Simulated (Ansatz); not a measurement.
Born–Oppenheimer molecular dynamics of ClFH2Si (5 atoms, charge 0, multiplicity 1). It starts at the highest image of a converged band. Of that band: Neighbouring images differ by up to 1.2 eV, so the band resolves the path poorly. A vibrational analysis at the climbing image gives one clearly imaginary mode, 447i cm⁻¹: a first-order saddle point.

The calculation used Ansatz 0.2.0, RKS BLYP-D4/def2-SVP.

- ensemble: NVE (velocity Verlet)
- time step: 0.5 fs
- steps asked: 200
- starting velocities drawn for: 300 K
- seed: 11669

First frame:

```xyz
5
Properties=species:S:1:pos:R:3
Si 0.164 0.013 -0.539
Cl 1.329 0.094 1.885
H 1.598 -0.079 0.392
H -0.781 1.167 -0.227
F -0.819 -1.302 -0.457
```

(1) How far do the bonds stretch over the last three quarters of this one trajectory? (Pairs bonded in most of those frames.)

## Answers

(1) 
```tsv
bond	mean (Å)	spread (Å)	shortest	longest
Si1–H4	1.559	0.012	1.54	1.58
Si1–F5	1.659	0.033	1.61	1.70
Cl2–H3	1.322	0.036	1.26	1.40
```

Mean temperature of the second half: 355 K. The conserved energy stayed within 0.049 meV per atom of its start (net change 0.039 meV per atom), so the integration is sound. A run of 0.1 ps of so small a system gives no equilibrium averages. The orbitals stay closed-shell, which can raise the energy where a bond breaks towards radicals; this wasn't checked here.

Time of the run: 3.2 min on 1 thread of Arm Neoverse V2, with other jobs on the host, peak memory 0.097 GiB.
